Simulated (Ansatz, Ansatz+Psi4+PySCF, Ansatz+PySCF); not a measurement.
```xyz
8

H     0.0000   -1.2406   -1.2962
C     0.0000   -0.1582   -1.2275
C     0.0000    0.4791    0.0000
C     0.0000   -0.1582    1.2275
H     0.0000    0.4006    2.1546
H     0.0000    0.4006   -2.1546
H     0.0000    1.5173    0.0000
H     0.0000   -1.2406    1.2962
```

Basis set: cc-pVTZ (spherical functions). Frozen core: 3 orbitals. Correlation on ROHF uses semicanonical orbitals with singles. Charge 0, multiplicity 2.

Computed with Ansatz (development build ahead of 0.2.0); the reference of a correlated method needn't be the lowest determinant of its kind.

The atomization energy at this shape (free ground-state atoms in the same class of orbitals less the molecule, no zero-point energy) of doublet C₃H₅:

```json
{"method": "ROHF-CCSD(T)", "atomization energy": "3124.8 kJ/mol"}
{"method": "ROHF-MP2", "atomization energy": "3161.4 kJ/mol"}
{"method": "ROHF", "atomization energy": "2434.2 kJ/mol"}
{"method": "UHF", "atomization energy": "2459.2 kJ/mol"}
```

(1) What does UHF-MP2 give?

## Answers

(1) 3129.9 kJ/mol. Caution for ROHF-CCSD(T), ROHF-MP2, ROHF: an unrestricted determinant lies well below; the determinant breaks the point group. Caution for ROHF-CCSD(T): the determinant is a saddle point. Caution for ROHF-MP2, UHF-MP2: forces differ strongly between restricted and unrestricted references. Caution for UHF-MP2, UHF: the unrestricted determinant is spin contaminated.
